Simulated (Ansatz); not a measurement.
**Basis or method: atomization of HN–OH**

HN–OH, doublet; coordinates (Å): N 0.000 -0.176 0.698; O 0.000 0.151 -0.615; H 0.000 0.752 1.135; H 0.000 -0.698 -1.073. Quantity: atomization.

Ansatz 0.2.0, basis cc-pVDZ or cc-pVTZ; geometries are PBE0/def2-TZVP minima. Wave-function levels freeze the cores; HF, MP2 and coupled cluster are restricted for singlets and unrestricted otherwise, atoms included, Kohn–Sham unrestricted where that lies lower. The reference is CCSDT(Q) (coupled cluster only where its series has nearly closed). Semilocal and hybrid functionals correlate all electrons outside any core potential and usually lie nearer their basis limit than the reference, so part of their error here is the reference's basis and frozen-core error; RPA and the MP2 part of double hybrids freeze the same cores as the reference. None of these values is a measured one. Energies are electronic, without zero-point terms. No spin–orbit coupling and no scalar relativity. The species are chosen: bound, without strong static correlation by their natural occupations or amplitudes, in their lowest spin state as far as vertical gaps and like structures tell, and with a ladder that closes on the reference, so errors are smaller than for species at large; levels whose determinant breaks symmetry or spin markedly are left out.

```json
{"level": "reference", "cc-pVDZ (kJ/mol)": "978.2 (CCSDT(Q))", "cc-pVTZ (kJ/mol)": "1069.4 (CCSDT(Q))"}
{"level": "HF", "cc-pVDZ (kJ/mol)": "566.0", "cc-pVTZ (kJ/mol)": "596.0"}
{"level": "MP2", "cc-pVDZ (kJ/mol)": "981.1", "cc-pVTZ (kJ/mol)": "1078.9"}
{"level": "CCSD", "cc-pVDZ (kJ/mol)": "956.8", "cc-pVTZ (kJ/mol)": "1038.9"}
{"level": "CCSD(T)", "cc-pVDZ (kJ/mol)": "975.0", "cc-pVTZ (kJ/mol)": "1067.7"}
{"level": "CCSDT", "cc-pVDZ (kJ/mol)": "976.0", "cc-pVTZ (kJ/mol)": "1067.3"}
{"level": "PBE", "cc-pVDZ (kJ/mol)": "1166.1", "cc-pVTZ (kJ/mol)": "1193.1"}
{"level": "B2PLYP", "cc-pVDZ (kJ/mol)": "1059.1", "cc-pVTZ (kJ/mol)": "1111.0"}
```

From cc-pVDZ to cc-pVTZ the reference moves by 91.2 kJ/mol and PBE by 27.0; the step from CCSD(T) to the reference is 3.2 in the first and 1.7 in the last.
